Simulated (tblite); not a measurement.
C5H8N (doublet state).
Numbering: `[CH3:1][N:2]1[CH:3][CH2:4][CH:5]=[CH:6]1` (hydrogens: H7, H8, H9 on C1; H10 on C3; H11, H12 on C4; H13 on C5; H14 on C6)

Structure optimised with GFN2-xTB, isolated species. This method treats the open shell by occupation alone, without spin polarisation.

(1) List the bond lengths, angles and torsions at this level.

Results:

(1) 
```json
{"bond": "C1–N2", "length (bohr)": "2.702", "order": "single"}
{"bond": "N2–C3", "length (bohr)": "2.589", "order": "single"}
{"bond": "C3–C4", "length (bohr)": "2.810", "order": "single"}
{"bond": "C4–C5", "length (bohr)": "2.837", "order": "single"}
{"bond": "C5=C6", "length (bohr)": "2.550", "order": "double"}
{"bond": "N2–C6", "length (bohr)": "2.583", "order": "single"}
{"bond": "C1–H7, C1–H8, C1–H9", "length (bohr)": "2.065", "order": "single"}
{"bond": "C3–H10", "length (bohr)": "2.019", "order": "single"}
{"bond": "C4–H11, C4–H12", "length (bohr)": "2.088", "order": "single"}
{"bond": "C5–H13", "length (bohr)": "2.025", "order": "single"}
{"bond": "C6–H14", "length (bohr)": "2.030", "order": "single"}
```

Bonds in one row agree within 0.02 bohr and their mean is given. Orders are formal, as drawn. A selection of angles:
```json
{"angle": "N2–C1–H7", "degrees": "109.8"}
{"angle": "N2–C1–H9", "degrees": "111.4"}
{"angle": "H7–C1–H8", "degrees": "109.0"}
{"angle": "H7–C1–H9", "degrees": "108.3"}
{"angle": "C1–N2–C3", "degrees": "125.2"}
{"angle": "C1–N2–C6", "degrees": "125.1"}
{"angle": "C3–N2–C6", "degrees": "109.5"}
{"angle": "N2–C3–C4", "degrees": "109.5"}
{"angle": "N2–C3–H10", "degrees": "122.1"}
{"angle": "C4–C3–H10", "degrees": "128.4"}
{"angle": "C3–C4–C5", "degrees": "101.0"}
{"angle": "C3–C4–H11", "degrees": "113.1"}
{"angle": "C5–C4–H11", "degrees": "112.3"}
{"angle": "H11–C4–H12", "degrees": "105.2"}
{"angle": "C4–C5–C6", "degrees": "109.2"}
{"angle": "C4–C5–H13", "degrees": "123.9"}
{"angle": "C6–C5–H13", "degrees": "126.9"}
{"angle": "C5–C6–H14", "degrees": "129.1"}
{"angle": "N2–C6–C5", "degrees": "110.8"}
{"angle": "N2–C6–H14", "degrees": "120.1"}
```

Torsions: C1–N2–C3–C4 176° (antiperiplanar); N2–C3–C4–C5 -1° (synperiplanar); C3–C4–C5–C6 0° (synperiplanar); C4–C5–C6–N2 0° (synperiplanar); C1–N2–C6–C5 -176° (antiperiplanar). The mirror-image conformer, all signs reversed, is as good.

The C–C distances run from 1.349 Å (C5=C6, drawn double) to 1.501 Å (C4–C5, drawn single), a spread of 0.152 Å. C6 (carbon bonded to C, N and H) is planar (angles 129.1°, 120.1° and 110.8°, sum 360.0°, 0.00 Å off the plane of its three neighbours). The 6 heavy atoms lie in one plane (0.017 Å rms). The 5-membered ring N2–C3–C4–C5–C6 has internal angles of 101.0° to 110.8°; it is planar, 0.00 Å rms from its mean plane, widest ring torsion 1°. The 3 C–N bonds span 1.367 Å (N2–C6, drawn single) to 1.430 Å (C1–N2, drawn single), a spread of 0.063 Å. C3 (carbon bonded to C, N and H) is planar (angles 128.4°, 122.1° and 109.5°, sum 360.0°, 0.00 Å off the plane of its three neighbours). N2 (nitrogen bonded to 3 C) is planar (angles 125.2°, 125.1° and 109.5°, sum 359.8°, 0.03 Å off the plane of its three neighbours).

GFN2-xTB frequencies show an imaginary mode (160i cm⁻¹), so the point is no minimum at that level.

Hardware: one thread, Arm Neoverse N1 (aarch64) (shared host). Cost: 0.1 s wall. That covers the optimisation of the geometry.

The numbers are calculated, not measured.
